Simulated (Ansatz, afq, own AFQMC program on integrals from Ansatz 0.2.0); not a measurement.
## HCl + S, triplet in cc-pVTZ along one coordinate

```json
{"atom": "Cl", "x (Å)": "0.0000", "y (Å)": "0.0000", "z (Å)": "-1.4219"}
{"atom": "H", "x (Å)": "0.0000", "y (Å)": "0.0000", "z (Å)": "-0.1431"}
{"atom": "S", "x (Å)": "0.0000", "y (Å)": "0.0000", "z (Å)": "1.5651"}
```

A hydrogen atom is moved from one rigid fragment to the other; the Cl1–H2 distance tells how far. The two fragments are held close together, so this isn't a minimum-energy path and the start is a compressed complex. Energies in kcal/mol count from this geometry (1.279 Å) at the same level; the start stands on UHF, each point on the determinant named.

Basis cc-pVTZ. Noble-gas cores (and the filled d shells of Ga–Kr and In–Xe) are frozen. Ansatz 0.2.0 and our own AFQMC program on the same integrals; the CISD trial comes from CCSD amplitudes, and released means the phaseless constraint is let go. ± is one standard error of the sampling.

Cautions, each for one point or more: lower spins were not checked; the ph-AFQMC/CISD walk drifts between its halves; the search met a lower determinant of the same kind, perhaps of another symmetry; unrestricted determinant slightly spin contaminated.

```csv
r(Cl1–H2) / Å,det.,T1,weight,⟨S²⟩,CCSD(T),ph-AFQMC/CISD,CCSDT(Q),wB97M-V,B2PLYP
1.373,UHF,0.013,0.85,2.03,2.1,1.9 ± 0.2,2.0,1.3,1.1
1.466,UHF,0.015,0.85,2.05,5.7,5.7 ± 0.2,5.6,4.3,3.9
1.513,UHF,0.016,0.85,2.05,7.5,7.5 ± 0.2,7.3,5.8,5.4
1.607,UHF,0.017,0.85,2.04,10.6,10.6 ± 0.2,10.4,8.7,8.3
```

Weight is that of the determinant in the CISD state; at the start T1 is 0.011 and the weight 0.86, and ⟨S²⟩ is 2.02. Largest departures from CCSDT(Q), at the points where its series has closed: CCSD(T) 0.2 kcal/mol at 1.607 (on UHF), ph-AFQMC/CISD 0.2 kcal/mol at 1.513 (on UHF) (within the noise), wB97M-V -1.7 kcal/mol at 1.607, B2PLYP -2.0 kcal/mol at 1.607. Functionals count only at points shown to share the start's state and spin. In total energy ph-AFQMC/CISD lies 21 ± 6 meV above CCSDT(Q) at the start, so its agreement along the curve rests in part on cancellation.

Some points may be missing: those where a free walk finds a much lower state, and past Zn most of those on another determinant than at the start.

A walk keeps the symmetry of its determinant, which the program's search chose and which needn't be the lowest solution, so a lower state of the same spin and another symmetry isn't excluded.
